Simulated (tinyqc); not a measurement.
Inside a calculation. Method: extended Hueckel theory, for LiH+. The parameters take no account of the charge, which enters only through the electron count. One step of it, computed by the program tinyqc.

Problem. Mulliken analysis. P = C n C^T; charge = valence electrons (Li 1, H 1) minus the sum of (P S)_ii on the atom; overlap population = 2 sum P_ij S_ij between two atoms.

coefficients:
```
,MO1,MO2,MO3,MO4,MO5
1Li 2s,0.174176,0.830091,0.000000,0.000000,0.697583
1Li 2px,0.000000,0.000000,0.460048,0.887894,0.000000
1Li 2py,0.000000,0.000000,0.887894,-0.460048,0.000000
1Li 2pz,0.115915,-0.553250,0.000000,0.000000,1.022429
2H 1s,0.866134,-0.111537,0.000000,0.000000,-0.899034
```

occupations: 1.000000  0.000000  0.000000  0.000000  0.000000

overlap S:
```
,1Li 2s,1Li 2px,1Li 2py,1Li 2pz,2H 1s
1Li 2s,1.000000,0.000000,0.000000,0.000000,0.362136
1Li 2px,0.000000,1.000000,0.000000,0.000000,0.000000
1Li 2py,0.000000,0.000000,1.000000,0.000000,0.000000
1Li 2pz,0.000000,0.000000,0.000000,1.000000,0.481951
2H 1s,0.362136,0.000000,0.000000,0.481951,1.000000
```

Give: charges; Overlap populations.

Solution.

charges: 1Li 0.8532, 2H 0.1468

Overlap populations:
```
pair,value
2-1,0.206037
```
